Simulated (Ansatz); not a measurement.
# BH6SSi (charge +1): rotation by 180° about the B1–Si2 bond

Wanted: the energy profile along the rotation by 180° about the B1–Si2 bond, from relaxed end points and a band of images. SMILES of the start: B[SiH2][SH2+].

Method: RKS B3LYP/def2-SVP, in Ansatz 0.2.0.

## 1. The structure to begin with

Bond lengths: B1–Si2 1.954 Å, Si2–S3 2.473 Å, B1–H4 1.168 Å, B1–H5 1.167 Å, Si2–H6 1.465 Å, Si2–H7 1.468 Å, S3–H8 1.335 Å, S3–H9 1.334 Å. Angles: B1–Si2–S3 105.4°, B1–Si2–H6 125.2°, B1–Si2–H7 122.9°, S3–Si2–H6 91.8°, S3–Si2–H7 92.8°, H6–Si2–H7 107.3°, Si2–B1–H4 122.0°, Si2–B1–H5 120.3°, H4–B1–H5 117.7°, Si2–S3–H8 101.4°, Si2–S3–H9 100.9°, H8–S3–H9 93.0°.

Structure file:

```xyz
9

B    -1.1892    0.7191   -1.2709
Si    0.4508    0.6149   -0.2142
S     0.0207   -1.1221    1.4923
H    -1.9749   -0.1454   -1.2806
H    -1.4076    1.6587   -1.9280
H     0.8611    1.5823    0.8067
H     1.6662   -0.0541   -0.6939
H     0.4423   -2.2203    0.8616
H     1.1307   -1.0332    2.2269
```

## 2. Relaxing end A

input.yaml

```yaml
crystal:
  periodic: [false, false, false]
  atoms:
    - { symbol: B, position_ang: [-1.1892, 0.7191, -1.27085] }
    - { symbol: Si, position_ang: [0.45079, 0.6149, -0.21417] }
    - { symbol: S, position_ang: [0.0207, -1.12212, 1.49227] }
    - { symbol: H, position_ang: [-1.97493, -0.14538, -1.28061] }
    - { symbol: H, position_ang: [-1.40759, 1.65867, -1.92796] }
    - { symbol: H, position_ang: [0.86108, 1.58234, 0.80666] }
    - { symbol: H, position_ang: [1.66618, -0.05406, -0.69386] }
    - { symbol: H, position_ang: [0.44227, -2.22028, 0.86159] }
    - { symbol: H, position_ang: [1.13069, -1.03319, 2.22693] }
total_charge: 1
basis:
  gaussian: { orbitals: def2-SVP }
hamiltonian:
  xc: b3lyp
relax:
  f_tol: 0.015
  max_steps: 40
output:
  orbitals: {}
```

On the command line:

```bash
> ansatz run input.yaml --threads 1 --pin off --max-ram 2048MiB --backend cpu --events-out ev --progress --plain --runs-dir out
```

What it wrote (excerpt; [...] marks lines left out):

```text
Warning: RAYON_NUM_THREADS=1 ignored (pool sized by the plan → 1); use --threads N
[...]
Functional definition: B3LYP
[...]
841 factors; integrals over basis functions are off by at most 2.6e-4 eV
[...]
mean field -19473.21315339 eV, -715.6273839690 hartree, gradient 4.3e-5 eV, S^2 0.000000; 0 other end points of the search recorded, 0 dependent functions left out
[...]
reference -19473.21339319 eV, -715.6273927815 hartree; 20, 20 occupied and 60, 60 virtual orbitals, 841 factors
relax step   1: F+E_penalty+E_count = -19473.21315339 eV  Δ(F+E_penalty+E_count) = +0.000e0 eV  max|allowed force component| = 1.141e0 eV/Å  Δτ_max = 0.0000 Å  (23 SCF iters, accepted)
[...]
relax step   6: F+E_penalty+E_count = -19473.41072516 eV  Δ(F+E_penalty+E_count) = -1.498e-2 eV  max|allowed force component| = 4.480e-2 eV/Å  Δτ_max = 0.0655 Å  (24 SCF iters, accepted)
[...]
relax step   7: F+E_penalty+E_count = -19473.41165542 eV  Δ(F+E_penalty+E_count) = -9.303e-4 eV  max|allowed force component| = 1.147e-2 eV/Å  Δτ_max = 0.0350 Å  (24 SCF iters, accepted)
841 factors; integrals over basis functions are off by at most 2.8e-4 eV
[...]
mean field -19473.41165542 eV, -715.6346787843 hartree, gradient 7.9e-5 eV, S^2 0.000000; 1 other end points of the search recorded, 0 dependent functions left out
[...]
reference -19473.41189795 eV, -715.6346876971 hartree; 20, 20 occupied and 60, 60 virtual orbitals, 841 factors
Total energy: -19473.41189795 eV, -715.6346876971 hartree
Atom 0 at    -1.185675     0.663561    -1.260863 Å, force     0.005268    -0.010770     0.011468 eV/Å
Atom 1 at     0.458543     0.574626    -0.093012 Å, force    -0.002288    -0.001155     0.001944 eV/Å
Atom 2 at     0.065044    -1.098967     1.543022 Å, force    -0.001100    -0.003503     0.003387 eV/Å
Atom 3 at    -2.118617    -0.078174    -1.127427 Å, force    -0.002344    -0.001748    -0.001243 eV/Å
Atom 4 at    -1.176929     1.510494    -2.111382 Å, force    -0.003931     0.007762    -0.008399 eV/Å
Atom 5 at     0.677157     1.691975     0.858960 Å, force     0.001469     0.008645     0.001116 eV/Å
Atom 6 at     1.719188     0.092024    -0.710446 Å, force     0.007816    -0.001648    -0.002944 eV/Å
Atom 7 at     0.262595    -2.211258     0.785331 Å, force    -0.000212     0.005861     0.000335 eV/Å
Atom 8 at     1.298684    -1.144301     2.115817 Å, force    -0.004678    -0.003446    -0.005664 eV/Å
Dipole moment:     0.253909    -0.268104     0.057022 e Å
```

It took 32 s on 1 thread of Intel Xeon Platinum 8259CL at 2.50GHz (Skylake/Cascade Lake), shared host; peak memory 0.17 GiB.

The steps of the relaxation:

| step | energy from step 1 (eV) | largest force component (eV/Å) |
| --- | --- | --- |
| 1 | 0.0000 | 1.1406 |
| 2 | -0.0224 | 1.3067 |
| 3 | -0.1600 | 0.6817 |
| 4 | -0.1664 | 0.3017 |
| 5 | -0.1826 | 0.3415 |
| 6 | -0.1976 | 0.0448 |
| 7 | -0.1985 | 0.0115 |

Step 1 is the start.

After: Bond lengths: B1–Si2 2.019 Å, Si2–S3 2.373 Å, B1–H4 1.199 Å, B1–H5 1.200 Å, Si2–H6 1.484 Å, Si2–H7 1.484 Å, S3–H8 1.360 Å, S3–H9 1.361 Å. Angles: B1–Si2–S3 107.1°, B1–Si2–H6 117.3°, B1–Si2–H7 117.7°, S3–Si2–H6 96.5°, S3–Si2–H7 101.4°, H6–Si2–H7 112.7°, Si2–B1–H4 122.8°, Si2–B1–H5 115.8°, H4–B1–H5 121.4°, Si2–S3–H8 99.7°, Si2–S3–H9 99.4°, H8–S3–H9 94.3°.

## 3. End point B

The second end starts from a geometry with the move made by hand.

input.yaml

```yaml
crystal:
  periodic: [false, false, false]
  atoms:
    - { symbol: B, position_ang: [-1.1892, 0.7191, -1.27085] }
    - { symbol: Si, position_ang: [0.45079, 0.6149, -0.21417] }
    - { symbol: S, position_ang: [1.97978, 2.2821, -1.21257] }
    - { symbol: H, position_ang: [-1.97493, -0.14538, -1.28061] }
    - { symbol: H, position_ang: [-1.40759, 1.65867, -1.92796] }
    - { symbol: H, position_ang: [1.45901, -0.44267, -0.32103] }
    - { symbol: H, position_ang: [0.57253, 1.1989, 1.12706] }
    - { symbol: H, position_ang: [1.67797, 3.37265, -0.50472] }
    - { symbol: H, position_ang: [3.09317, 2.0519, -0.51466] }
total_charge: 1
basis:
  gaussian: { orbitals: def2-SVP }
hamiltonian:
  xc: b3lyp
relax:
  f_tol: 0.015
  max_steps: 40
```

On the command line:

```bash
> ansatz run input.yaml --threads 1 --pin off --max-ram 2048MiB --backend cpu --events-out ev --progress --plain --runs-dir out
```

What it wrote (excerpt; [...] marks lines left out):

```text
Warning: RAYON_NUM_THREADS=1 ignored (pool sized by the plan → 1); use --threads N
[...]
[... 1 set-up line as earlier in the session ...]
[...]
841 factors; integrals over basis functions are off by at most 3.3e-4 eV
[...]
mean field -19473.21093938 eV, -715.6273026058 hartree, gradient 4.3e-5 eV, S^2 0.000000; 0 other end points of the search recorded, 0 dependent functions left out
[...]
reference -19473.21117925 eV, -715.6273114207 hartree; 20, 20 occupied and 60, 60 virtual orbitals, 841 factors
relax step   1: F+E_penalty+E_count = -19473.21093938 eV  Δ(F+E_penalty+E_count) = +0.000e0 eV  max|allowed force component| = 1.415e0 eV/Å  Δτ_max = 0.0000 Å  (24 SCF iters, accepted)
[...]
relax step   6: F+E_penalty+E_count = -19473.41094068 eV  Δ(F+E_penalty+E_count) = -1.086e-2 eV  max|allowed force component| = 3.972e-2 eV/Å  Δτ_max = 0.0596 Å  (23 SCF iters, accepted)
[...]
Total energy: -19473.41195981 eV, -715.6346899704 hartree
Atom 0 at    -1.169834     0.781076    -1.276214 Å, force     0.014252     0.005557    -0.003050 eV/Å
Atom 1 at     0.567808     0.647877    -0.257651 Å, force    -0.000432    -0.002763    -0.005244 eV/Å
Atom 2 at     2.050022     2.248955    -1.192773 Å, force    -0.002496     0.002840     0.003075 eV/Å
Atom 3 at    -2.016328    -0.014965    -0.974659 Å, force    -0.006828    -0.001640     0.000749 eV/Å
Atom 4 at    -1.358776     1.600935    -2.130775 Å, force    -0.006911     0.003588    -0.003818 eV/Å
Atom 5 at     1.417304    -0.541218    -0.517456 Å, force     0.001794    -0.003256     0.004612 eV/Å
Atom 6 at     0.562017     1.050901     1.170996 Å, force     0.004312    -0.000889     0.008354 eV/Å
Atom 7 at     1.537682     3.382414    -0.642127 Å, force    -0.000376    -0.005809    -0.002739 eV/Å
Atom 8 at     3.071635     2.154196    -0.298849 Å, force    -0.003315     0.002372    -0.001940 eV/Å
Dipole moment:     0.178512     0.240881     0.223209 e Å
```

Wall time 34 s (1 thread of Intel Xeon Platinum 8259CL at 2.50GHz (Skylake/Cascade Lake), shared host); peak memory 0.25 GiB.

Relaxation path:

```
step  energy from step 1 (eV)  largest force component (eV/Å)
   1                   0.0000                          1.4152
   2                  -0.0298                          1.2707
   3                  -0.1608                          0.6546
   4                  -0.1683                          0.3089
   5                  -0.1891                          0.2318
   6                  -0.2000                          0.0397
   7                  -0.2008                          0.0143
```

Step 1 is the start.

After: Bond lengths: B1–Si2 2.019 Å, Si2–S3 2.374 Å, B1–H4 1.200 Å, B1–H5 1.199 Å, Si2–H6 1.484 Å, Si2–H7 1.484 Å, S3–H8 1.360 Å, S3–H9 1.361 Å. Angles: B1–Si2–S3 107.1°, B1–Si2–H6 117.2°, B1–Si2–H7 117.7°, S3–Si2–H6 96.5°, S3–Si2–H7 101.4°, H6–Si2–H7 112.8°, Si2–B1–H4 115.9°, Si2–B1–H5 122.7°, H4–B1–H5 121.4°, Si2–S3–H8 99.6°, Si2–S3–H9 99.4°, H8–S3–H9 94.3°.

## 4. The band

crystal.atoms is end A as relaxed above, and neb.final_atoms is end B, turned to lie on A. With 9 inner images the band has 11 in all.

input.yaml

```yaml
crystal:
  periodic: [false, false, false]
  atoms:
    - { symbol: B, position_ang: [-1.185675, 0.663561, -1.260863] }
    - { symbol: Si, position_ang: [0.458543, 0.574626, -0.093012] }
    - { symbol: S, position_ang: [0.065044, -1.098967, 1.543022] }
    - { symbol: H, position_ang: [-2.118617, -0.078174, -1.127427] }
    - { symbol: H, position_ang: [-1.176929, 1.510494, -2.111382] }
    - { symbol: H, position_ang: [0.677157, 1.691975, 0.85896] }
    - { symbol: H, position_ang: [1.719188, 0.092024, -0.710446] }
    - { symbol: H, position_ang: [0.262595, -2.211258, 0.785331] }
    - { symbol: H, position_ang: [1.298684, -1.144301, 2.115817] }
total_charge: 1
basis:
  gaussian: { orbitals: def2-SVP }
hamiltonian:
  xc: b3lyp
neb:
  order_check: false
  images: 9
  f_tol: 0.05
  max_iterations: 38
  initial_path: idpp
  final_atoms:
    - { symbol: B, position_ang: [-1.18438404, 0.66194579, -1.26071809] }
    - { symbol: Si, position_ang: [0.45871493, 0.57681185, -0.09127794] }
    - { symbol: S, position_ang: [0.06615998, -1.09863451, 1.54384969] }
    - { symbol: H, position_ang: [-1.18226253, 1.51427569, -2.10611624] }
    - { symbol: H, position_ang: [-2.11157569, -0.08747077, -1.13097679] }
    - { symbol: H, position_ang: [0.67291984, 1.69536636, 0.86058395] }
    - { symbol: H, position_ang: [1.72009727, 0.09603183, -0.70873991] }
    - { symbol: H, position_ang: [0.25822005, -2.20935238, 0.78236998] }
    - { symbol: H, position_ang: [1.3021002, -1.14899386, 2.11102535] }
```

On the command line:

```bash
> ansatz run input.yaml --threads 1 --pin off --max-ram 2048MiB --backend cpu --events-out ev --progress --plain --runs-dir out
```

What it wrote (excerpt; [...] marks lines left out):

```text
Warning: RAYON_NUM_THREADS=1 ignored (pool sized by the plan → 1); use --threads N
[...]
[... 1 set-up line as earlier in the session ...]
[...]
841 factors; integrals over basis functions are off by at most 2.7e-4 eV
[...]
mean field -19473.41164895 eV, -715.6346785466 hartree, gradient 4.5e-5 eV, S^2 0.000000; 0 other end points of the search recorded, 0 dependent functions left out
[...]
reference -19473.41189245 eV, -715.6346874947 hartree; 20, 20 occupied and 60, 60 virtual orbitals, 841 factors
841 factors; integrals over basis functions are off by at most 3.4e-4 eV
[...]
mean field -19473.41171044 eV, -715.6346808063 hartree, gradient 4.5e-5 eV, S^2 0.000000; 0 other end points of the search recorded, 0 dependent functions left out
[...]
reference -19473.41195384 eV, -715.6346897508 hartree; 20, 20 occupied and 60, 60 virtual orbitals, 841 factors
[...]
Total energy: -19473.28655283 eV, -715.6300813489 hartree
Atom 0 at    -1.320286     0.652507    -1.087249 Å, force     0.035911    -0.005021     0.023927 eV/Å
Atom 1 at     0.364920     0.735625     0.069699 Å, force    -0.017268     0.003756    -0.010182 eV/Å
Atom 2 at     0.283813    -1.365496     1.176231 Å, force    -0.005647     0.004770    -0.012058 eV/Å
Atom 3 at    -2.368319     0.969962    -0.600741 Å, force    -0.006696     0.002703    -0.002460 eV/Å
Atom 4 at    -1.229109     0.261029    -2.216403 Å, force    -0.012724    -0.000353    -0.010090 eV/Å
Atom 5 at     0.360724     1.566077     1.298704 Å, force     0.000190    -0.000739     0.004191 eV/Å
Atom 6 at     1.706251     0.670756    -0.560191 Å, force    -0.000653    -0.005083    -0.001406 eV/Å
Atom 7 at     0.690370    -2.172940     0.158977 Å, force     0.005880     0.000019     0.002639 eV/Å
Atom 8 at     1.511626    -1.317539     1.760971 Å, force     0.001007    -0.000053     0.005439 eV/Å
Dipole moment:     0.302536    -0.230014     0.003068 e Å
this run last wrote the band of iteration 7 to <dir>
```

It took 4.6 min on 1 thread of Intel Xeon Platinum 8259CL at 2.50GHz (Skylake/Cascade Lake), shared host; peak memory 0.25 GiB.

## 5. The band, image by image

The 9 inner images lie between the fixed ends 0 and 10. Energy is taken from image 0, and the path length is the program's own coordinate along the band.

| image | path (Å) | energy (eV) | dihedral H5–B1–Si2–S3 (°) | band force (eV/Å) |
| --- | --- | --- | --- | --- |
| 0 | 0.000 | 0.0000 | 177 | - |
| 1 | 0.434 | 0.0117 | -167 | 0.012 |
| 2 | 0.868 | 0.0424 | -150 | 0.016 |
| 3 | 1.302 | 0.0814 | -131 | 0.024 |
| 4 | 1.735 | 0.1134 | -113 | 0.035 |
| 5* | 2.169 | 0.1253 | -94 | 0.036 |
| 6 | 2.613 | 0.1120 | -76 | 0.032 |
| 7 | 3.056 | 0.0792 | -58 | 0.020 |
| 8 | 3.500 | 0.0407 | -40 | 0.015 |
| 9 | 3.943 | 0.0108 | -22 | 0.008 |
| 10 | 4.386 | -0.0001 | -4 | - |

The star marks the climbing image.

image, energy (eV) and a bar:
```
        0      0.000 
        1      0.012 ###
        2      0.042 ##########
        3      0.081 ###################
        4      0.113 ###########################
        5      0.125 ##############################
        6      0.112 ###########################
        7      0.079 ###################
        8      0.041 ##########
        9      0.011 ###
       10      0.000
```

How the highest energy settled:

| iteration | highest image above image 0 (eV) | largest band force (eV/Å) |
| --- | --- | --- |
| 1 | 0.1866 | 0.803 |
| 2 | 0.1443 | 0.205 |
| 3 | 0.1320 | 0.176 |
| 4 | 0.1267 | 0.052 |
| 5 | 0.1260 | 0.058 |
| 6 | 0.1255 | 0.050 |
| 7 | 0.1253 | 0.036 |

Positions of all images (Å):

```xyz
9
image=0 dE=0.0000
B    -1.186    0.664   -1.261
Si    0.459    0.575   -0.093
S     0.065   -1.099    1.543
H    -2.119   -0.078   -1.127
H    -1.177    1.510   -2.111
H     0.677    1.692    0.859
H     1.719    0.092   -0.710
H     0.263   -2.211    0.785
H     1.299   -1.144    2.116
9
image=1 dE=0.0117
B    -1.211    0.667   -1.225
Si    0.449    0.598   -0.075
S     0.110   -1.164    1.478
H    -2.221    0.101   -0.911
H    -1.149    1.326   -2.226
H     0.581    1.690    0.924
H     1.751    0.210   -0.670
H     0.342   -2.226    0.660
H     1.347   -1.203    2.043
9
image=2 dE=0.0424
B    -1.235    0.666   -1.191
Si    0.438    0.631   -0.048
S     0.149   -1.222    1.404
H    -2.282    0.300   -0.733
H    -1.153    1.091   -2.309
H     0.504    1.674    1.010
H     1.767    0.331   -0.631
H     0.427   -2.226    0.528
H     1.385   -1.245    1.971
9
image=3 dE=0.0814
B    -1.262    0.665   -1.158
Si    0.419    0.671   -0.011
S     0.188   -1.274    1.327
H    -2.324    0.512   -0.621
H    -1.167    0.817   -2.342
H     0.446    1.649    1.108
H     1.763    0.449   -0.597
H     0.512   -2.216    0.399
H     1.423   -1.274    1.896
9
image=4 dE=0.1134
B    -1.291    0.655   -1.124
Si    0.395    0.708    0.028
S     0.232   -1.321    1.250
H    -2.355    0.741   -0.577
H    -1.191    0.534   -2.311
H     0.400    1.612    1.206
H     1.743    0.563   -0.573
H     0.603   -2.196    0.275
H     1.464   -1.296    1.827
9
image=5 dE=0.1253
B    -1.320    0.653   -1.087
Si    0.365    0.736    0.070
S     0.284   -1.365    1.176
H    -2.368    0.970   -0.601
H    -1.229    0.261   -2.216
H     0.361    1.566    1.299
H     1.706    0.671   -0.560
H     0.690   -2.173    0.159
H     1.512   -1.318    1.761
9
image=6 dE=0.1120
B    -1.350    0.651   -1.050
Si    0.327    0.745    0.113
S     0.347   -1.412    1.109
H    -2.349    1.204   -0.688
H    -1.301    0.024   -2.071
H     0.317    1.508    1.384
H     1.656    0.770   -0.548
H     0.784   -2.148    0.052
H     1.571   -1.340    1.699
9
image=7 dE=0.0792
B    -1.378    0.650   -1.016
Si    0.285    0.739    0.157
S     0.418   -1.457    1.047
H    -2.282    1.411   -0.817
H    -1.418   -0.165   -1.895
H     0.261    1.443    1.461
H     1.596    0.864   -0.530
H     0.878   -2.121   -0.047
H     1.640   -1.365    1.639
9
image=8 dE=0.0407
B    -1.406    0.646   -0.985
Si    0.241    0.724    0.196
S     0.497   -1.497    0.989
H    -2.170    1.569   -0.969
H    -1.581   -0.300   -1.703
H     0.188    1.374    1.527
H     1.535    0.952   -0.498
H     0.977   -2.088   -0.137
H     1.717   -1.380    1.580
9
image=9 dE=0.0108
B    -1.437    0.635   -0.958
Si    0.202    0.705    0.225
S     0.582   -1.528    0.929
H    -2.035    1.661   -1.127
H    -1.781   -0.382   -1.494
H     0.101    1.299    1.580
H     1.484    1.033   -0.451
H     1.085   -2.047   -0.223
H     1.798   -1.377    1.519
9
image=10 dE=-0.0001
B    -1.185    0.661   -1.261
Si    0.457    0.578   -0.090
S     0.067   -1.100    1.543
H    -1.184    1.514   -2.105
H    -2.110   -0.091   -1.133
H     0.668    1.696    0.863
H     1.720    0.101   -0.707
H     0.263   -2.210    0.780
H     1.303   -1.148    2.111
```

## 6. Vibrations at the top

The geometry is the highest inner image of the first converged band.

input.yaml

```yaml
crystal:
  periodic: [false, false, false]
  atoms:
    - { symbol: B, position_ang: [-1.320286, 0.652507, -1.087249] }
    - { symbol: Si, position_ang: [0.36492, 0.735625, 0.069699] }
    - { symbol: S, position_ang: [0.283813, -1.365496, 1.176231] }
    - { symbol: H, position_ang: [-2.368319, 0.969962, -0.600741] }
    - { symbol: H, position_ang: [-1.229109, 0.261029, -2.216403] }
    - { symbol: H, position_ang: [0.360724, 1.566077, 1.298704] }
    - { symbol: H, position_ang: [1.706251, 0.670756, -0.560191] }
    - { symbol: H, position_ang: [0.69037, -2.17294, 0.158977] }
    - { symbol: H, position_ang: [1.511626, -1.317539, 1.760971] }
total_charge: 1
basis:
  gaussian: { orbitals: def2-SVP }
hamiltonian:
  xc: b3lyp
phonons: {}
```

On the command line:

```bash
> ansatz run input.yaml --threads 1 --pin off --max-ram 2048MiB --backend cpu --events-out ev --progress --plain --runs-dir out
```

What it wrote (excerpt; [...] marks lines left out):

```text
Warning: RAYON_NUM_THREADS=1 ignored (pool sized by the plan → 1); use --threads N
[...]
[... 1 set-up line as earlier in the session ...]
[...]
841 factors; integrals over basis functions are off by at most 3.8e-4 eV
[...]
mean field -19473.28630126 eV, -715.6300721037 hartree, gradient 3.0e-5 eV, S^2 0.000000; 0 other end points of the search recorded, 0 dependent functions left out
[...]
reference -19473.28654389 eV, -715.6300810203 hartree; 20, 20 occupied and 60, 60 virtual orbitals, 841 factors
[...]
841 factors; integrals over basis functions are off by at most 3.8e-4 eV
[...]
mean field -19473.28629679 eV, -715.6300719396 hartree, gradient 8.8e-7 eV, S^2 0.000000; 0 other end points of the search recorded, 0 dependent functions left out
[...]
reference -19473.28653941 eV, -715.6300808558 hartree; 20, 20 occupied and 60, 60 virtual orbitals, 841 factors
[...]
841 factors; integrals over basis functions are off by at most 3.8e-4 eV
[...]
WARN: phonons: modes at or below zero, which the zero-point energy, F, S and C_V leave out: 1, the lowest at -180.85 cm⁻¹. A minimum has none, and a first-order saddle one
[...]
Total energy: -19473.28654389 eV, -715.6300810203 hartree
Atom 0 at    -1.320286     0.652507    -1.087249 Å, force     0.035938    -0.004997     0.023927 eV/Å
Atom 1 at     0.364920     0.735625     0.069699 Å, force    -0.017306     0.003758    -0.010112 eV/Å
Atom 2 at     0.283813    -1.365496     1.176231 Å, force    -0.005660     0.004725    -0.012074 eV/Å
Atom 3 at    -2.368319     0.969962    -0.600741 Å, force    -0.006685     0.002693    -0.002460 eV/Å
Atom 4 at    -1.229109     0.261029    -2.216403 Å, force    -0.012737    -0.000362    -0.010110 eV/Å
Atom 5 at     0.360724     1.566077     1.298704 Å, force     0.000201    -0.000731     0.004175 eV/Å
Atom 6 at     1.706251     0.670756    -0.560191 Å, force    -0.000641    -0.005078    -0.001437 eV/Å
Atom 7 at     0.690370    -2.172940     0.158977 Å, force     0.005869     0.000022     0.002644 eV/Å
Atom 8 at     1.511626    -1.317539     1.760971 Å, force     0.001021    -0.000029     0.005447 eV/Å
Dipole moment:     0.302535    -0.230013     0.003068 e Å
Vibrations: -180.85 118.66 133.66 319.05 417.84 504.27 570.00 622.95 705.93 755.78 792.78 902.03 937.05 1141.63 1170.27 2264.78 2288.06 2621.96 2625.67 2640.71 2753.19 cm⁻¹, zero-point energy 1.505557 eV
```

Run time: 2.4 min. Hardware: 1 thread of Intel Xeon Platinum 8259CL at 2.50GHz (Skylake/Cascade Lake), shared host; peak memory 0.25 GiB.

Of 21 modes, 1 is imaginary by more than 30 cm⁻¹ (181i cm⁻¹).

## 7. Summary of results

| quantity | value |
| --- | --- |
| end A | 6 moves, 0.199 eV lower |
| end B | 6 moves, 0.201 eV lower |
| barrier forwards | 0.13 eV |
| barrier backwards | 0.13 eV |
| second end relative to first | 0.000 eV |
| highest image | 5 of 0 to 10, climbing |
| band iterations | 7 |
| imaginary modes at the top | 181i cm⁻¹ |

**Reading.** The top lies 0.13 eV above the first end, or 5 kT at room temperature; with a typical attempt rate of 10^13 per second that is roughly 10^11 events a second. The two ends lie within 1 meV of each other. The listed dihedral goes from 177° at end A through -94° at the highest image to -4° at end B. One imaginary mode, as a first-order saddle point has. Zero-point energy and entropy are left out.
